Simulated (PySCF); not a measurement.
Geometries of 2 isomers of C6H10, from PySCF 2.14.0, PBE0-D3(BJ)/def2-SVP geometry optimisation, gas phase. One conformer each, no zero-point energy, no frequencies.

Question: Which is lower in electronic energy at this level?
A.
```xyz
16
angstrom
C      3.011   -0.610    0.128
C      1.721   -0.360   -0.142
C      0.941    0.676    0.515
C     -0.353    0.972    0.290
C     -1.291    0.301   -0.662
C     -2.423   -0.434    0.053
H      3.558   -0.027    0.876
H      3.561   -1.400   -0.388
H      1.217   -0.970   -0.899
H      1.478    1.267    1.266
H     -0.793    1.781    0.886
H     -0.751   -0.396   -1.321
H     -1.727    1.070   -1.325
H     -2.991    0.247    0.707
H     -3.130   -0.873   -0.667
H     -2.029   -1.245    0.684
```
B.
```xyz
16
angstrom
C     -2.525   -0.909    0.218
C     -2.060    0.465   -0.127
C     -0.788    0.898   -0.219
C      0.416    0.117   -0.002
C      1.661    0.612   -0.110
C      2.919   -0.158    0.105
H     -3.145   -1.328   -0.593
H     -3.165   -0.892    1.117
H     -1.700   -1.610    0.407
H     -2.853    1.196   -0.324
H     -0.627    1.949   -0.485
H      0.299   -0.940    0.266
H      1.774    1.670   -0.378
H      3.527    0.287    0.911
H      2.714   -1.205    0.370
H      3.552   -0.151   -0.799
```

Answer: B. That is cis-2,trans-4-hexadiene, `C(/C=C/C)=C/C`, 4.1 kcal/mol below the other.

| SMILES | atoms numbered as above | E (Eh) | relative (kcal/mol) | relative (kJ/mol) | dipole (D) |
| --- | --- | --- | --- | --- | --- |
| C/C=C\C=C\C | [CH3:1]/[CH:2]=[CH:3]\[CH:4]=[CH:5]\[CH3:6] | -234.17608 | 0.0 | 0.0 | 0.32 |
| C=C/C=C\CC | [CH2:1]=[CH:2]/[CH:3]=[CH:4]\[CH2:5][CH3:6] | -234.16952 | 4.1 | 17.2 | 0.55 |
